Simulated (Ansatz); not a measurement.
Saddle point of C2H7Si, doublet (C₂H₆Si (C=C[SiH3]) + H → C₂H₇Si ([CH2][CH2][SiH3]); bonds formed: H1–C3), PBE0-D4/def2-TZVP structure:

H1  (-1.428, 1.252, 0.896)
Si2  (1.045, 0.796, -0.197)
C3  (-0.167, -0.449, 0.483)
C4  (-0.922, -1.230, -0.299)
H5  (0.677, 1.106, -1.603)
H6  (2.422, 0.229, -0.173)
H7  (1.058, 2.045, 0.608)
H8  (-0.177, -0.638, 1.555)
H9  (-0.944, -1.106, -1.378)
H10  (-1.564, -2.006, 0.108)
(Å)

Energies are electronic, without zero-point energy. Barriers and step energies count from the start structure reached by relaxing down the imaginary mode; all methods use the PBE0-D4 structures, on which another method's saddle can fall below an end. Ansatz 0.2.0; basis: def2-TZVPP, with def2-QZVPP for the basis limit; cores frozen in the correlated methods; orbitals are unrestricted. B3LYP uses VWN-RPA correlation. Extrapolation: Hartree–Fock as exp(−7.88 √X), correlation as X^−2.97.

```json
{"method": "SPW92", "barrier (eV)": "-0.109", "step energy (eV)": "-1.946"}
{"method": "PBE-D4", "barrier (eV)": "0.039", "step energy (eV)": "-1.770"}
{"method": "BLYP-D4", "barrier (eV)": "-0.006", "step energy (eV)": "-1.707"}
{"method": "r2SCAN-D4", "barrier (eV)": "?", "step energy (eV)": "-1.964"}
{"method": "B97M-V", "barrier (eV)": "0.114", "step energy (eV)": "-1.851"}
{"method": "PBE0-D4", "barrier (eV)": "0.065", "step energy (eV)": "-1.885"}
{"method": "B3LYP-D4", "barrier (eV)": "0.026", "step energy (eV)": "-1.816"}
{"method": "r2SCAN0-D4", "barrier (eV)": "-0.027", "step energy (eV)": "-2.044"}
{"method": "BHLYP-D4", "barrier (eV)": "0.059", "step energy (eV)": "-1.918"}
{"method": "CAM-B3LYP-D4", "barrier (eV)": "0.050", "step energy (eV)": "-1.860"}
{"method": "wB97X-V", "barrier (eV)": "0.128", "step energy (eV)": "-1.848"}
{"method": "wB97M-V", "barrier (eV)": "0.125", "step energy (eV)": "-1.802"}
{"method": "B2PLYP", "barrier (eV)": "0.101", "step energy (eV)": "-1.761"}
{"method": "PBE-QIDH", "barrier (eV)": "?", "step energy (eV)": "-1.870"}
{"method": "RPA on PBE", "barrier (eV)": "0.143", "step energy (eV)": "-1.704"}
{"method": "HF", "barrier (eV)": "0.192", "step energy (eV)": "-1.680"}
{"method": "MP2", "barrier (eV)": "?", "step energy (eV)": "-1.606"}
{"method": "CCSD", "barrier (eV)": "0.127", "step energy (eV)": "-1.813"}
{"method": "CCSD(T)", "barrier (eV)": "0.122", "step energy (eV)": "-1.741"}
```

**Question.** Fill in the withheld barriers. (An estimate is asked for; the value comes from the calculation.)

**Answer.** Computed: r2SCAN-D4 -0.035; MP2 0.379; PBE-QIDH 0.133 eV. Each is the energy of the saddle less that of the start structure, by the same method.

For comparison, the barrier by CCSD(T) at an estimated basis limit (MP2 extrapolated from triple and quadruple zeta, plus CCSD(T) − MP2 in triple zeta) is 0.115 eV.

The T1 diagnostic stays at or below 0.032. ⟨S²⟩ of the unrestricted Hartree–Fock references: 0.75 to 0.92 (a pure state has 0.75). The unrestricted reference is spin-contaminated, which hurts MP2 most.

Labels in which every atom is bracketed show which atoms are joined, not bond orders.

For scale, one of the runs: CCSD(T)/def2-TZVPP, 202 basis functions, launched by `ansatz run in.yaml --threads 4 --pin off --events-out ev --progress --plain --max-ram 9574MiB`. The run took 2.4 min on 4 CPU threads of an Intel Xeon (shared host), with 6.3 GiB of host memory at its peak.
